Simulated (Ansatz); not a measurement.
One starting cell of HfN (a generated trial cell of HfN in the rocksalt structure type) was relaxed twice with Ansatz (plane waves, PAW, scalar-relativistic): with PBEsol at 420 eV and with PBE at 420 eV. The PBEsol result:

```xyz
2
Lattice="0.0000 2.2508 2.2508 2.2508 0.0000 2.2508 2.2508 2.2508 0.0000" Properties=species:S:1:pos:R:3 pbc="T T T"
N      0.0000     0.0000     0.0000
Hf     2.2508     2.2508     2.2508
```

```csv
quantity,PBEsol,PBE
space group,Fm-3m,Fm-3m
volume (Å³/atom),11.40,11.76
a (Å),4.502,4.548
"gap (eV, no spin-orbit coupling)",0.00,0.00
```

Both levels end in the same structure; PBE's volume is 3.1 % larger. Neither column is exact.

No spin polarisation in the result. The relaxed primitive cell holds an odd number of electrons. A magnetic state may lie lower.

Measured for HfN: a 4.519 Å (0 K or low temperature; as listed in Guo-Xu Zhang et al., New Journal of Physics (2018)). Computed minus measured — a: PBEsol -0.4 %, PBE +0.6 %. The computed values are for a static lattice.

The run could not lose the symmetry of its start; a randomly shaken copy of 2 atoms returns to this structure.

All atoms sit on sites fixed by symmetry, so only the cell could relax.

Ansatz is an electronic-structure program.
